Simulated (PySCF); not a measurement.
Compound: C5H7O (doublet state).
Geometry (GFN2-xTB, Å), atoms numbered from 1 in this order:
```
atom  x, y, z in Å
C1     2.781   -0.437    0.388
C2     1.618   -0.981    0.259
C3     0.207   -0.694    0.059
O4    -0.009    0.720   -0.037
C5    -1.279    1.138   -0.226
C6    -2.387    0.422   -0.339
H7     3.678   -1.020    0.539
H8     2.944    0.641    0.356
H9    -0.376   -1.093    0.904
H10   -0.146   -1.178   -0.864
H11   -1.294    2.219   -0.280
H12   -3.329    0.915   -0.488
H13   -2.413   -0.652   -0.289
```

The hyperfine couplings belong to this conformer and change with its torsions.

Identity: `C=[C]COC=C` [radical].

The calculation used PySCF, UKS B3LYP, pcH-1 on C H O, non-relativistic, mean-field spin-orbit, GIAO. One conformer (not necessarily the lowest) at the GFN2-xTB geometry, without solvent, vibrations or thermal averaging. Couplings are sensitive to structure, and on GFN2-xTB geometries they can be far from those on DFT ones. The SCF solution wasn't tested for stability.

Principal values of hyperfine tensors in MHz (contact and dipolar terms together), for some of the nuclei:

| atom | isotope | A1 | A2 | A3 | alike by the symmetry of this geometry |
| --- | --- | --- | --- | --- | --- |
| C2 | 13C | 190.88 | 211.36 | 415.79 | none |
| H8 | 1H | 182.71 | 185.81 | 194.30 | none |
| H7 | 1H | 118.63 | 119.80 | 136.75 | none |
| O4 | 17O | -79.19 | -57.99 | -57.69 | none |
| C3 | 13C | 59.88 | 61.27 | 70.63 | none |
| C1 | 13C | -35.40 | -14.61 | -1.61 | none |
| H9 | 1H | 7.58 | 10.70 | 27.47 | H10 |
| C5 | 13C | 4.68 | 5.08 | 9.40 | none |

(1) Split each tensor into its isotropic and traceless parts, and turn a_iso into mT with g = 2.0022.

(2) What spin density at the nucleus of C3 lies behind its contact coupling (g_N = 1.40482)?

(3) H11 (1H, g_N = 5.58569) isn't in the table. Its spin density at the nucleus is 0.002061 bohr⁻³. What is its contact coupling?

(4) Which nucleus of the table has the largest anisotropic coupling, and what is its form?

(5) What first-order splitting does C2 cause when the field lies along A1, A2 or A3 of its tensor (g taken as isotropic, no quadrupole term)?

Answers

(1) a_iso = (A1 + A2 + A3)/3, Ti = Ai − a_iso; 1 mT corresponds to 28.023 MHz.

```
atom  a_iso (MHz)  a_iso (mT)      T1      T2      T3
  C2       272.68       9.731  -81.80  -61.32  143.11
  H8       187.61       6.695   -4.90   -1.80    6.69
  H7       125.06       4.463   -6.43   -5.26   11.69
  O4       -64.96      -2.318  -14.23    6.97    7.27
  C3        63.93       2.281   -4.05   -2.65    6.70
  C1       -17.20      -0.614  -18.19    2.60   15.60
  H9        15.25       0.544   -7.67   -4.55   12.22
  C5         6.39       0.228   -1.71   -1.31    3.02
```

(2) a_FC = 800.24 MHz bohr³ × g_N × ρ(0)/(2S). With a_FC = 63.93 MHz and 2S = 1, ρ(0) = 0.05686 bohr⁻³.

(3) By the same relation, a_FC = 9.21 MHz. Its full tensor has the principal values 7.74, 8.58, 11.32 MHz.

(4) C2: -81.8, -61.3, 143.1 MHz, rhombic: the two smaller values differ by 14 % of the largest.

(5) 2 lines (I = 1/2), spaced by |A_i|/(g × 13.996): 6.81, 7.54, 14.84 mT along the axes of A1, A2 and A3.
